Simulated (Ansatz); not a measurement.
# AlClFH: the cost of one run

Method: RKS B3LYP-D4/def2-TZVP, in Ansatz 0.2.0.

### 1 Starting point

Bond lengths: Al1–Cl2 2.430 Å, Al1–H3 1.760 Å, Al1–F4 1.690 Å. Angles: Cl2–Al1–H3 50.0°, Cl2–Al1–F4 159.3°, H3–Al1–F4 150.7°.

Coordinates:

```xyz
4

Al    0.0000    0.0000    0.0000
Cl    1.5382    0.0000    1.8812
H     1.7598    0.0000    0.0230
F    -1.4635    0.0000   -0.8450
```

### 2 A restrained relaxation towards end A

Springs on the bonds that form and break draw the guess towards this end; the thresholds are loose.

input.yaml

```yaml
crystal:
  periodic: [false, false, false]
  atoms:
    - { symbol: Al, position_ang: [0.0, 0.0, 0.0] }
    - { symbol: Cl, position_ang: [1.5382, 0.0, 1.8812] }
    - { symbol: H, position_ang: [1.7598, 0.0, 0.023] }
    - { symbol: F, position_ang: [-1.4635, 0.0, -0.845] }
basis:
  gaussian: { orbitals: def2-TZVP }
hamiltonian:
  xc: b3lyp
  dispersion: d4
relax:
  f_tol: 0.15
  max_steps: 25
  restrain:
    - { distance: [1, 2], at: 2.57, k: 30.0 }
    - { distance: [0, 1], at: 2.23, k: 30.0 }
    - { distance: [0, 2], at: 1.56, k: 30.0 }
```

Command:

```console
> ansatz run input.yaml --threads 4 --pin off --max-ram 5120MiB --backend cpu --events-out ev --progress --plain --runs-dir out
```

**Question.** How long does this run take on 4 threads of Arm Neoverse V1, shared host, and how much memory does it need?

About 6.3 s, with a peak of 0.18 GiB.
